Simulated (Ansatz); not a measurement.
How basis sets differ on SO (sulfur oxide)

SO has 2 atoms, charge 0, and is taken as a triplet. As SMILES, `O=S`. Geometry: the measured bond length.

```
atom   x (Å)   y (Å)   z (Å)
   O  0.0000  0.0000  0.0000
   S  0.0000  0.0000  1.4811
```

Quantity: the electronic atomisation energy, in eV. The values are calculated. Electronic energies at fixed atoms, without zero-point motion or spin-orbit coupling.

```
              level  kind  program  value (eV)
     RPA@PBE/STO-3G   RPA   Ansatz        2.66
RPA@PBE/aug-cc-pVDZ   RPA   Ansatz        4.17
RPA@PBE/def2-TZVPPD   RPA   Ansatz        4.87
RPA@PBE/aug-cc-pVTZ   RPA   Ansatz        4.80
RPA@PBE/aug-cc-pVQZ   RPA   Ansatz        4.97
RPA@PBE/aug-cc-pV5Z   RPA   Ansatz        5.07
```

The values span 2.66 to 5.07 eV. Without the sets that lack polarisation functions the rows with a basis span only 4.17 to 5.07 eV.
